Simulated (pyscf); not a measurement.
**Four-centre exchange: HO–SiH₂–F + HF → HO–SiH(F)–F + H₂**

Gas phase, singlet surface, charge 0. Bonds broken: Si2–H5, F7–H8. Bonds formed: Si2–F7, H5–H8. Structures and frequencies: ωB97X-D3(BJ)/def2-SVP in PySCF.

Transition state (Å):

```xyz
8

O      0.1373     0.5447    -0.7727
Si     0.0028     0.0137     0.7755
F     -0.4049     1.0318     1.9632
H     -0.6967     0.7384    -1.2167
H     -0.4233    -1.5969     1.1380
H      1.4009    -0.3396     1.0991
F     -1.8910    -0.2885     0.4750
H     -1.3028    -1.2449     0.8616
```

One imaginary mode, 1123i cm⁻¹; descent along it reached the two sides named.

```tsv
bond	change	reactant side (Å)	saddle	product side
Si2–H5	breaks	1.494	1.705	4.0
F7–H8	breaks	0.927	1.187	2.449
Si2–F7	forms	3.2	1.941	1.617
H5–H8	forms	2.311	0.987	0.760
```

Electronic energies relative to the separated reactants (kcal/mol):

```
level                   barrier  reaction energy  reverse barrier
----------------------  -------  ---------------  ---------------
ωB97X-D3(BJ)/def2-TZVP     25.9            -34.6             60.5
PBE/def2-TZVP              19.5            -33.7             53.1
r²SCAN/def2-TZVP           20.2            -37.0             57.2
B3LYP-D3(BJ)/def2-TZVP     25.5            -35.1             60.6
PBE0-D3(BJ)/def2-TZVP      23.5            -33.2             56.7
M06-2X/def2-TZVP           26.6            -37.3             63.9
ωB97M-D3(BJ)/def2-TZVP     25.2            -34.9             60.1
HF/def2-TZVP               44.9            -34.3             79.2
```

With ωB97M-D3(BJ)/def2-TZVP energies and thermal terms (ideal gas, 1 atm, RRHO with modes under 100 cm⁻¹ raised to 100, one conformer, R ln 2 for chiral ones without a mode under 150 cm⁻¹), in kcal/mol:

| T (K) | ΔH‡ | ΔG‡ | ΔH | ΔG |
|---|---|---|---|---|
| 298 | 24.2 | 34.7 | -37.4 | -35.4 |
| 600 | 23.8 | 45.6 | -36.7 | -33.6 |
| 900 | 23.9 | 56.5 | -36.2 | -32.2 |
| 1200 | 24.3 | 67.3 | -35.9 | -30.9 |

The same reactants have a lower exit, to F–SiH₂–F + H₂O (barrier +11.1 kcal/mol at ωB97M-D3(BJ)/def2-TZVP, against +25.2 kcal/mol here). One saddle was located; it need not be the lowest between these sides.
